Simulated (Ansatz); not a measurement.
The input, for Ansatz 0.2.0:

```yaml
crystal:
  periodic: [false, false, false]
  atoms:
    - {symbol: B, position_ang: [0.000000, -0.414955, 1.853398]}
    - {symbol: Ge, position_ang: [0.000000, 0.123435, 0.000170]}
    - {symbol: N, position_ang: [0.000000, -0.322903, -1.643461]}
    - {symbol: H, position_ang: [0.000000, 0.042257, 2.946652]}
basis:
  gaussian: {orbitals: cc-pVDZ}
total_charge: 1
magnetization: {spin_polarized: false}
hamiltonian: {pseudopotentials: {relativity: scalar}}
correlation: {method: mp2, electrons: valence}
output: {forces: true}
```

```sh
$ ansatz run in.yaml --threads 1 --pin off --events-out ev --progress --plain --max-ram 2393MiB
```

Output:

```
641 factors; integrals over basis functions are off by at most 1.3e-3 eV
mean field evaluation 1: about -59071.8563 eV, gradient 8.2e1 eV
mean field evaluation 2: about -59071.9124 eV, gradient 8.2e1 eV
mean field evaluation 4: about -59090.3016 eV, gradient 2.3e1 eV
mean field evaluation 8: about -59093.3610 eV, gradient 1.8e0 eV
mean field evaluation 16: about -59093.8115 eV, gradient 2.5e-1 eV
mean field evaluation 32: about -59090.1396 eV, gradient 8.7e-2 eV
mean field evaluation 64: about -59074.1561 eV, gradient 4.0e1 eV
mean field evaluation 96: about -59074.1561 eV, gradient 4.0e1 eV
mean field evaluation 128: about -59093.8116 eV, gradient 2.7e-1 eV
mean field evaluation 160: about -59078.7502 eV, gradient 1.2e1 eV
mean field -59093.81301344 eV, -2171.6575730187 hartree, gradient 1.4e-6 eV, S^2 0.000000; 9 other end points of the search recorded, 0 dependent functions left out; unrestricted orbitals would lower it
mean field evaluation 192: about -59094.9268 eV, gradient 2.2e0 eV
unrestricted determinant -59095.41591448 eV, -2171.7164785457 hartree, S^2 1.5925
11 core orbitals not correlated: weight in the atoms' cores, before any rotation towards them, 1.000 or more for the frozen orbitals, at most 0.000 for the correlated occupied ones
reference -59093.81301344 eV, -2171.6575730187 hartree; 11, 11 occupied and 38, 38 virtual orbitals, 641 factors
second order -8.30385878 eV of doubles, -0.00000000 eV of singles
the calculation of the forces begins
Total energy: -59102.11687221 eV, -2171.9627342002 hartree
Relativity: scalar
Atom 0 at     0.000000    -0.414955     1.853398 Å, force    -0.000000     1.197205     1.146764 eV/Å
Atom 1 at     0.000000     0.123435     0.000170 Å, force    -0.000000    -1.625612    -5.475046 eV/Å
Atom 2 at     0.000000    -0.322903    -1.643461 Å, force    -0.000000     1.269300     3.769514 eV/Å
Atom 3 at     0.000000     0.042257     2.946652 Å, force     0.000000    -0.840894     0.558768 eV/Å
Dipole moment:    -0.000000    -0.145816     1.775657 e Å
```

Forces (eV/Å):
```
B    0.000  1.197  1.147
Ge   0.000 -1.626 -5.475
N    0.000  1.269  3.770
H    0.000 -0.841  0.559
```

Ran on 1 thread of Arm Neoverse V2, shared host: 4 s wall, 0.12 GiB peak host memory.
